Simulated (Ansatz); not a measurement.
The first iterations of a band of AlH3O + H4Si (10 atoms, charge 0, multiplicity 1).

Computed with RKS PBE0/def2-SVPD (Ansatz 0.2.0).

```yaml
movable_images: 6
climbing_image: no
spring: 5.0 eV/Å²
optimiser: quadratic models (default)
start_path: through a guess of the saddle point
force_threshold: 0.03 eV/Å
iteration_limit: 60
end_points: relaxed
```

First end point:

```xyz
10
Properties=species:S:1:pos:R:3
Si 0.109 0.095 -0.150
H 0.490 -0.331 1.222
H 1.266 -0.041 -1.082
H -0.456 1.465 -0.201
H -0.918 -0.888 -0.681
O -2.538 0.002 1.440
Al -2.870 -0.956 0.027
H -2.852 -2.540 0.146
H -3.458 -0.160 -1.207
H -2.342 -0.384 2.294
```

Last end point:

```xyz
10
Properties=species:S:1:pos:R:3
Si -0.180 0.006 -0.744
H -0.668 0.561 2.983
H 0.926 -0.674 -0.005
H -0.109 1.476 -0.494
H -0.015 -0.246 -2.208
O -1.637 -0.576 -0.218
Al -3.157 -1.323 -0.028
H -3.704 -2.232 -1.205
H -3.927 -1.060 1.330
H -1.097 0.330 2.399
```

| iteration | highest image above the first end (eV) | largest band force component (eV/Å) |
| --- | --- | --- |
| 1 | 4.015 | 6.478 |
| 2 | 2.329 | 4.346 |
| 3 | 1.524 | 4.841 |
| 4 | 1.406 | 1.911 |
| 5 | 1.428 | 1.084 |
| 6 | 1.075 | 0.780 |
| 7 | 1.030 | 1.257 |
| 8 | 0.914 | 0.429 |
| 9 | 0.860 | 0.270 |
| 10 | 0.871 | 0.216 |
| 11 | 0.988 | 0.316 |

Does the band converge within its limit, and where does its top end?

The forces met the threshold. It ended after 35 iterations with the highest image 0.811 eV above the first end. No image climbed, so the highest image needn't sit at the top of the path. The orbitals stay closed-shell, which can raise the energy where a bond breaks towards radicals; this wasn't checked here.

Time of the run: 4.3 min on 4 threads of Arm Neoverse V2, on a shared host, peak memory 0.3 GiB.
